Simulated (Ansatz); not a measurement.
Process, species as SMILES: Cl (HCl) → [Cl-] + H+
B3LYP-D3(BJ)/def2-TZVP geometries, fixed; electronic energies without zero-point terms.

Basis-set convergence of the deprotonation energy at CCSD(T) with Ansatz (an electronic-structure program). Cartesian d functions, on some or all atoms, in 6-31+G*; all else is spherical. Cores are frozen. No added dispersion term, no relativity. Functions are those of the species that has most. Reference: Hartree-Fock in aug-cc-pV(5+d)Z plus the correlation part extrapolated as X^-3 from aug-cc-pV(Q+d)Z and aug-cc-pV(5+d)Z, 336.72 kcal/mol, itself unsure by roughly 0.14 kcal/mol (a third of the extrapolation step and of the last Hartree-Fock step). Deviations are taken from unrounded values.

| basis | functions | deprotonation energy (kcal/mol) | minus reference (kcal/mol) |
|---|---|---|---|
| 3-21G | 15 | 331.53 | -5.20 |
| 6-31G | 15 | 328.01 | -8.71 |
| 6-31+G* | 25 | 330.98 | -5.74 |
| cc-pV(D+d)Z | 28 | 356.07 | 19.35 |
| aug-pcseg-1 | 36 | 333.51 | -3.21 |
| pcseg-2 | 48 | 348.57 | 11.85 |
| def2-TZVPD | 55 | 336.62 | -0.10 |
| def2-TZVPP | 56 | 347.34 | 10.61 |
| jun-cc-pV(T+d)Z | 62 | 338.79 | 2.07 |
| 6-311++G(3df,3pd) | 65 | 339.34 | 2.62 |
| aug-pcseg-2 | 73 | 338.80 | 2.07 |
| def2-QZVPP | 100 | 339.98 | 3.25 |
| aug-pcseg-3 | 138 | 337.68 | 0.96 |
